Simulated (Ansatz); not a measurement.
Geometry optimisation, UKS BLYP-D4/def2-SVP in Ansatz 0.2.0.

Input:

```yaml
crystal:
  periodic: [false, false, false]
  atoms:
    - { symbol: H, position_ang: [-0.416664, 1.419929, -1.69304] }
    - { symbol: C, position_ang: [0.261038, -0.771039, -1.078493] }
    - { symbol: O, position_ang: [-0.334795, -1.048166, 0.120703] }
    - { symbol: Si, position_ang: [-0.085155, -0.169527, 1.555352] }
    - { symbol: H, position_ang: [-0.573978, 2.100376, -1.807098] }
    - { symbol: H, position_ang: [-0.062918, -1.408872, -1.914272] }
    - { symbol: H, position_ang: [1.267552, -0.314598, -1.08077] }
    - { symbol: H, position_ang: [-0.790071, 1.152348, 1.496817] }
    - { symbol: H, position_ang: [1.385898, 0.058196, 1.758087] }
    - { symbol: H, position_ang: [-0.651007, -1.018546, 2.642714] }
magnetization:
  spin_polarized: true
  initial_magnetization: 1
basis:
  gaussian: { orbitals: def2-SVP }
hamiltonian:
  xc: blyp
  dispersion: d4
relax:
  f_tol: 0.03
  max_steps: 50
output:
  orbitals: {}
```

Command:

```bash
$ ansatz run input.yaml --threads 2 --pin off --max-ram 3072MiB --backend cpu --events-out ev --progress --plain --runs-dir out
```

Where does it end, and by what steps?

The forces met the threshold. The force dipped under the threshold on the way, but the program's further checks kept it going. After 13 steps the energy has fallen by 0.102 eV; H5 moved furthest, 0.73 Å.

| step | energy less start (eV) | largest force component (eV/Å) | accepted |
| --- | --- | --- | --- |
| 0 | 0.0000 | 2.533 | yes |
| 1 | -0.0941 | 0.178 | yes |
| 2 | -0.0969 | 0.040 | yes |
| 3 | -0.0979 | 0.025 | yes |
| 4 | -0.0985 | 0.048 | yes |
| 5 | -0.0989 | 0.079 | yes |
| 6 | -0.0994 | 0.087 | yes |
| 7 | -0.1001 | 0.108 | yes |
| 8 | -0.1006 | 0.103 | yes |
| 9 | -0.1010 | 0.091 | yes |
| 10 | -0.1013 | 0.062 | yes |
| 11 | -0.1015 | 0.049 | yes |
| 12 | -0.1017 | 0.039 | yes |
| 13 | -0.1018 | 0.019 | yes |

```xyz
10
Properties=species:S:1:pos:R:3
H -0.563 1.636 -2.126
C 0.266 -0.692 -0.962
O -0.310 -1.072 0.217
Si -0.025 -0.324 1.719
H -0.716 2.290 -2.502
H -0.053 -1.269 -1.842
H 1.249 -0.188 -0.943
H -0.584 1.068 1.727
H 1.453 -0.267 1.985
H -0.716 -1.180 2.727
```

The run took 18 s on 2 threads of Intel(R) Xeon(R) Platinum 8488C (Sapphire Rapids), on a shared host, peak memory 0.16 GiB.
